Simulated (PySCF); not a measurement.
# Dipole moment and polarisability of 1-methyl-1,2,4-triazole

Compound: 1-methyl-1,2,4-triazole, C₃H₅N₃.
SMILES with atom numbers: `[CH3:1][n:2]1[cH:3][n:4][cH:5][n:6]1` (hydrogens: H7, H8, H9 on C1; H10 on C3; H11 on C5)

Cartesian coordinates in Å at the GFN2-xTB level; atoms count from 1:
```
atom  x, y, z in Å
C1    -1.6067   -0.2347   -0.0425
N2    -0.1851   -0.0565   -0.0206
C3     0.5365    1.0738    0.0750
N4     1.8181    0.7940    0.0856
C5     1.8413   -0.5494   -0.0059
N6     0.6516   -1.0984   -0.0710
H7    -1.9928   -0.3683    0.9710
H8    -2.0794    0.6351   -0.4964
H9    -1.8333   -1.1268   -0.6242
H10    0.1090    2.0539    0.1294
H11    2.7462   -1.1200   -0.0263
```

Level: PBE0/def2-SVPD (PySCF), static field, nuclei fixed, core orbitals frozen in the response. The polarisability tensor in these axes (au):

```
x   66.94 -0.59  0.16
y   -0.59 55.78  1.18
z    0.16  1.18 36.92
```

Problem. Give the principal values, the mean and the anisotropy Δα = √{½[(α1 − α2)² + (α2 − α3)² + (α1 − α3)²]}.

Solution. Principal values 36.85, 55.82 and 66.97 au; mean 53.21 au = 7.89 Å³ = 8.77 × 10⁻⁴⁰ C²·m²/J; Δα = 26.38 au (50 % of the mean).

Problem. What is the dipole moment, and where does it point?

Solution. (-3.26, 0.64, -0.03) D, 3.32 D in size, pointing from the negative to the positive side. Measured along this direction, the outermost atoms are H11 at the negative end and H8 at the positive end.

Problem. What depolarisation ratio follows for Rayleigh scattering of linearly polarised light, taking the static tensor?

Solution. ρ = 3Δα²/(45ᾱ² + 4Δα²) = 2088.1/(127423 + 2784.1) = 0.016.

Problem. Give the principal axes and the span of the nuclei along them.

Solution. Largest value along (1.00, -0.05, 0.00), where the nuclei span 4.91 Å; middle along (0.05, 1.00, 0.06), 3.32 Å; least along (-0.01, -0.06, 1.00), 1.55 Å. The response follows the extents in order.

Problem. What molar refraction does this α imply?

Solution. Lorentz–Lorenz: R = (4π/3)N_A α = 2.5225 cm³/(mol·Å³) × 7.89 Å³ = 19.9 cm³/mol, in the limit of long wavelengths.

Geometry: GFN2-xTB; no solvent, vibrations or thermal averaging.

These values come from a run that also computed excited states. On one thread of an Intel Xeon Platinum 8259CL at 2.50 GHz, shared host with 96 logical CPUs at a one-minute load of 22, this took 15 s and 0.71 GiB of memory at its peak.
